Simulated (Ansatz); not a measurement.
Relaxed structures of CH$_{5}$BN (charge -1), singlet (PBE0-D4/def2-TZVPD; forces vanish, vibrations not checked; lower isomers may exist, and structures with a doubtful reference or unclear bonds are left out; Å). Ansatz 0.2.0; basis: def2-TZVPPD; cores frozen in the correlated methods.

(1) Rank them by CCSD(T) energy, lowest first, and give each one's height above the lowest. Links in brackets join atoms within 1.22 times the sum of their covalent radii (1.1 for two metals). (An estimate is asked for; the value comes from the calculation.)
A.
CH₅BN ([BH2][N][CH3]), total charge -1
```
8
angstrom
B -0.5779 0.8492 -0.5644
N -0.0774 0.3164 0.5821
C 0.4377 -1.0121 0.5811
H -0.6091 0.2183 -1.6387
H -1.0306 1.9909 -0.6026
H -0.0912 -1.6643 1.3023
H 1.4984 -1.0478 0.8951
H 0.3850 -1.5282 -0.4060
```
B.
CH₅BN ([CH2][BH][NH2]), total charge -1
```
8
angstrom
B 0.0798 0.2673 0.4356
N -0.5238 1.0032 -0.7106
C 0.6716 -1.0657 0.3682
H -0.7824 0.4280 -1.5013
H -1.2852 1.6263 -0.4866
H 0.0635 0.9230 1.4746
H 1.1601 -1.5396 1.2205
H 0.7031 -1.6770 -0.5407
```
C.
CH₅BN ([BH2][NH][CH2]), total charge -1
```
8
angstrom
B -0.6286 0.8635 -0.6424
N -0.0310 0.1516 0.3870
C 0.4631 -1.1875 0.5321
H -0.7111 0.3886 -1.7538
H -1.0935 1.9586 -0.3989
H -0.0365 0.6279 1.2782
H 1.4295 -1.1732 1.0594
H 0.6081 -1.6296 -0.4617
```

T1 diagnostic: at most 0.022.

Results:

(1) The calculation gives: B (0.0 kJ/mol), A (34.0 kJ/mol), C (149.7 kJ/mol). Heights count from the lowest.

For scale, one of the runs: CCSD(T)/def2-TZVPPD, 196 basis functions, launched by `ansatz run in.yaml --threads 2 --pin off --events-out ev --progress --plain --max-ram 4352MiB`. Time: 47 s of wall clock on 2 CPU threads of an Arm Neoverse V2; the host was shared. Peak host memory: 2.4 GiB.
